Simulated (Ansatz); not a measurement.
# C2HFS: small, medium and large basis sets

Aim: see how fast density functionals converge with the basis set for C2HFS.

The runs use Ansatz 0.2.0, Gaussian basis; one geometry, several basis sets.

Levels to be run: PBE0-D4/def2-SVP; ωB97M-V/def2-SVP; PBE0-D4/def2-QZVPP; ωB97M-V/def2-QZVPP; the functionals' def2-TZVPP values are taken from earlier runs.

### 1 The relaxed structure

All runs share one geometry, relaxed beforehand with PBE0-D4 in a triple-zeta def2 set.

SMILES `FC=C=S`, 5 atoms, charge 0, spin multiplicity 1.

Atoms are counted from 1 here; the program's logs count them from 0.

Bond lengths: F1–C2 1.340 Å, C2–C3 1.312 Å, C2–H5 1.082 Å, C3–S4 1.549 Å. Angles: F1–C2–C3 121.8°, F1–C2–H5 115.4°, C3–C2–H5 122.8°, C2–C3–S4 178.4°.

### 2 PBE0-D4 in def2-SVP

Input file in.yaml:

```yaml
crystal:
  periodic: [false, false, false]
  atoms:
    - {symbol: F, position_ang: [0.139087, -0.066596, 1.676164]}
    - {symbol: C, position_ang: [0.375258, 0.198808, 0.383784]}
    - {symbol: C, position_ang: [-0.407632, -0.249732, -0.568105]}
    - {symbol: S, position_ang: [-1.307295, -0.760442, -1.720627]}
    - {symbol: H, position_ang: [1.250583, 0.804261, 0.187285]}
basis:
  gaussian: {orbitals: def2-SVP}
hamiltonian: {xc: pbe0, dispersion: d4}
output: {orbitals: {seedname: orbitals}}
```

Run with:

```console
ansatz run in.yaml --threads 2 --pin off --events-out ev --progress --plain --max-ram 4352MiB
```

Further steps of the session: ωB97M-V in def2-SVP; PBE0-D4 in def2-QZVPP; ωB97M-V in def2-QZVPP.

**Question.** What will the summary of the whole plan be? Wanted: PBE0-D4: double and triple zeta above quadruple; ωB97M-V: double and triple zeta above quadruple.

The runs gave:

```
                                       quantity           value
PBE0-D4: double and triple zeta above quadruple  10.02, 0.57 eV
ωB97M-V: double and triple zeta above quadruple  10.10, 0.54 eV
```

PBE0-D4 gains 9.44 eV from double to triple zeta, then 0.57 eV more. Total energies overstate the basis error of differences, where much of it tends to cancel.
